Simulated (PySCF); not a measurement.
Relaxation of doublet [S3]+

Method: PySCF, UPBE0, basis S def2-TZVP (no relativity, density fitting). A (50,194) grid was used.

A hand-made linear chain start, of D∞h symmetry, held to at least that symmetry:

```xyz
3
charge 1 multiplicity 2, angstrom
S     0.0000    0.0000    0.0000
S     0.0000    0.0000    1.9570
S     0.0000    0.0000   -1.9570
```

(1) What does it relax to?

(2) How much energy is released, and in how many steps?

Answers

(1) It ends at D∞h with S–S 1.899 Å (×2); S–S–S 180.0°. No frequency check is given, so it may be a saddle point. Other isomers or separated fragments may lie lower.

(2) 8.4 kJ/mol in 2 steps.

The relaxation took 3.6 s on 4 threads of a shared Arm Neoverse V1 host, with 111 basis functions and 3 gradients; the process peaked at 0.51 GiB. Launch command: `OMP_NUM_THREADS=4 python axn.py task.json out`.
